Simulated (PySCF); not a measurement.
## How well do the runs reproduce experiment for nitrosyl fluoride?

**Experimental background.**

From NIST CCCBDB Release 22 (SRD 101), experimental dipoles, for the gas: dipole moment (microwave Stark effect, vibrational ground state) 1.81 D.

The results are set against them at the end.

Nitrosyl fluoride, FNO.
Atom-mapped SMILES: `[O:1]=[N:2][F:3]`

Structure used (PBE0-D3(BJ)/def2-SVP), in Å, numbered top down from 1:
```xyz
3
FNO angstrom
O     -0.3978    0.8989   -0.2890
N      0.4547    0.1757   -0.0853
F     -0.0553   -1.1085    0.3556
```

Runs made with PySCF (gas phase, on this PBE0-D3(BJ)/def2-SVP geometry; no spin–orbit coupling):

| level | job | basis functions | wall time |
| --- | --- | --- | --- |
| PBE0-D3(BJ)/def2-SVP, grid level 1 | geometry optimisation from a GFN2-xTB start shaken at random | 42 | 3.3 s |
| PBE0/6-31+G* | 10 singlets by full TDDFT, 4 Tamm–Dancoff triplets, polarisability | 54 | 1.2 s |
| PBE0/aug-cc-pVDZ | 10 singlets by full TDDFT, 4 Tamm–Dancoff triplets, polarisability | 69 | 1.5 s |
| PBE0/aug-cc-pVTZ | 10 singlets by full TDDFT, 4 Tamm–Dancoff triplets, polarisability | 138 | 3.1 s |
| PBE0/def2-SVP | 10 singlets by full TDDFT, 4 Tamm–Dancoff triplets, polarisability | 42 | 0.81 s |
| PBE0/def2-TZVP | 10 singlets by full TDDFT, 4 Tamm–Dancoff triplets, polarisability | 93 | 1.9 s |
| PBE0/def2-TZVPD | 10 singlets by full TDDFT, 4 Tamm–Dancoff triplets, polarisability | 117 | 2.6 s |

Hardware: Intel Xeon Platinum 8559C, one thread, shared host.

All basis functions are spherical.

Results beside the measurements:

**Dipole moment.** Measured: 1.81 D (NIST CCCBDB Release 22 (SRD 101), experimental dipoles).

```
               level  computed (D)  computed − measured (D)  % (from the printed values)
PBE0-D3(BJ)/def2-SVP          0.98                    -0.83                          -46
        PBE0/6-31+G*          1.20                    -0.61                          -34
    PBE0/aug-cc-pVDZ          1.17                    -0.64                          -35
    PBE0/aug-cc-pVTZ          1.15                    -0.66                          -36
       PBE0/def2-SVP          0.98                    -0.83                          -46
      PBE0/def2-TZVP          1.11                    -0.70                          -39
     PBE0/def2-TZVPD          1.15                    -0.66                          -36
```

All 7 levels lie below the measurement. The computed dipoles belong to one fixed geometry; measured ones are averaged over vibrations unless marked μe. Magnitudes are compared, not signs.

The geometry is computed, not the measured one. Where a level misses, the cause wasn't examined.
